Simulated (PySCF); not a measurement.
Task: Write a Z-matrix for `C=C[S@@](C)=O` as optimised with PBE0-D3(BJ)/def2-SVP.

Result: 
Z-matrix in Å and degrees, rows numbered from 1:
```
C 
C   1  1.3284
S   2  1.7972  1  117.64
C   3  1.8188  2   96.19  1  -116.66
O   3  1.5012  2  106.72  1    -7.53
H   1  1.0963  2  118.52  3     3.17
H   1  1.0927  2  121.88  3  -177.10
H   2  1.0951  1  125.63  3   175.21
H   4  1.0986  3  107.84  2    58.76
H   4  1.0985  3  106.27  2   177.12
H   4  1.0996  3  110.45  2   -63.43
```

S3 (sulfinyl sulfur) is pyramidal (angles 106.7°, 106.3° and 96.2°, sum 309.2°, 0.72 Å off the plane of its three neighbours). Of the pairs four or more bonds apart, O5···H6 is among the closest relative to their van der Waals radii: 2.34 Å, 86 % of the sum of Bondi's values. The 2 C–S bonds span 1.797 Å (C2–S3, drawn single) to 1.819 Å (S3–C4, drawn single), a spread of 0.022 Å.

Method used: PySCF 2.14.0, PBE0-D3(BJ)/def2-SVP geometry optimisation, gas phase.

Point group: C1 (no symmetry element, even within 0.4 Å). Whether it is a minimum is left open (no frequencies). One conformer, not necessarily the lowest (C1–C2–S3–C4 -117°).

Rough CPU time on one thread of a shared machine: about 19 s. These figures are those of the optimisation.
